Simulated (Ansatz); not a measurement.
**AlNH (doublet): wave-function methods side by side at distance Al1–N2 = 3.874 Å, 6-31G**

Aim: climb from Hartree-Fock through coupled cluster and multireference methods for AlNH (doublet) at one geometry and basis, and see what each rung misses.

Method: 6-31G, core rule «outside noble gas», up to 6 orbitals frozen; program: Ansatz 0.2.0, Gaussian basis.

Plan: UHF; CCSD(T) on natural orbitals of UHF; CCSD(T) on UHF; BCCD(T) on natural orbitals of UHF; CISD; CCSDT(Q) on natural orbitals of UHF; CCSDT(Q) on UHF; CCSDTQ on natural orbitals of UHF; CASSCF and MRCISD+Q, 3 electrons in 3 orbitals; CASSCF and NEVPT2, 3 electrons in 3 orbitals; CASSCF and MRCISD+Q, 9 electrons in 9 orbitals; CASSCF and NEVPT2, 9 electrons in 9 orbitals; Full CI.

10 further runs of the same task are left out: 7 for a known fault of the program, 3 that didn't finish.

**1. The geometry**

The geometry derives from a PBE0/def2-TZVP stationary point (not a proven minimum). One bond is set to the value named and the two fragments are kept rigid.

3 atoms, charge 0, spin multiplicity 2.

Atoms are counted from 1 here; the program's logs count them from 0.

Bond lengths: N2–H3 1.016 Å.

**2. UHF**

The input, in.yaml:

```yaml
crystal:
  periodic: [false, false, false]
  atoms:
    - {symbol: Al, position_ang: [0.000000, -0.030926, 2.815376]}
    - {symbol: N, position_ang: [0.000000, -0.341611, -1.046146]}
    - {symbol: H, position_ang: [0.000000, 0.372536, -1.769231]}
basis:
  gaussian: {orbitals: 6-31G}
magnetization: {spin_polarized: true, initial_magnetization: 1}
hamiltonian: {xc: hf}
output: {orbitals: {seedname: orbitals}}
```

Launch:

```console
ansatz run in.yaml --threads 1 --pin off --events-out ev --progress --plain --max-ram 4096MiB --backend cpu
```

After this run come: CCSD(T) on natural orbitals of UHF; CCSD(T) on UHF; BCCD(T) on natural orbitals of UHF; CISD; CCSDT(Q) on natural orbitals of UHF; CCSDT(Q) on UHF; CCSDTQ on natural orbitals of UHF; CASSCF and MRCISD+Q, 3 electrons in 3 orbitals; CASSCF and NEVPT2, 3 electrons in 3 orbitals; CASSCF and MRCISD+Q, 9 electrons in 9 orbitals; CASSCF and NEVPT2, 9 electrons in 9 orbitals; Full CI.

Q: Predict the results of all the runs planned. Wanted: FCI below the RHF energy; RMP2 from FCI; UMP2 from FCI; RCCSD from FCI; RCCSD(T) from FCI; UCCSD(T) from FCI; RCCSDT(Q) from FCI; UCCSDT(Q) from FCI; NEVPT2 pair from FCI.

The runs gave:

```
                         quantity                                                                                                               value
         FCI below the RHF energy                                                                                                          -5.5972 eV
                    RMP2 from FCI                                                                                                        -23.2 kJ/mol
                    UMP2 from FCI                                                                                                        +69.6 kJ/mol
                   RCCSD from FCI                                                                                                         +7.1 kJ/mol
                RCCSD(T) from FCI                                                                                                         +2.7 kJ/mol
                UCCSD(T) from FCI                                                                                                         +2.1 kJ/mol
               RCCSDT(Q) from FCI                                                                                                         -0.9 kJ/mol
               UCCSDT(Q) from FCI                                                                                                         +0.1 kJ/mol
             NEVPT2 pair from FCI                                                                                                        +72.7 kJ/mol
           MRCISD+Q pair from FCI                                                                                                         -1.2 kJ/mol
          NEVPT2 valence from FCI                                                                                                        +38.1 kJ/mol
levels within 1 kcal/mol (43 meV)  UCCSD, RCCSD(T), UCCSD(T), BCCD(T), RCCSDT, UCCSDT, RCCSDT(Q), UCCSDT(Q), RCCSDTQ, MRCISD+Q pair, MRCISD+Q valence
                    T1 diagnostic                                                                                                               0.278
   effectively unpaired electrons                                                                                                                2.89
```

What this shows: RCCSD(T) lands +2.7 kJ/mol from the yardstick (0.5 % of the correlation energy). RMP2, RCCSDT(Q), MRCISD+Q pair fall below full CI, which methods that aren't variational can do. With 2.9 effectively unpaired electrons against 1 the state is strongly multireference. Coupled cluster on one determinant still stays close here. Of the multireference levels listed MRCISD+Q valence comes nearest in total energy (+1.1 kJ/mol), which doesn't show that its space is the better one. Coupled cluster took another determinant than the lowest Hartree-Fock one. These misses are within one basis, not against nature; the frozen cores of restricted and unrestricted runs differ, which can shift their rows.
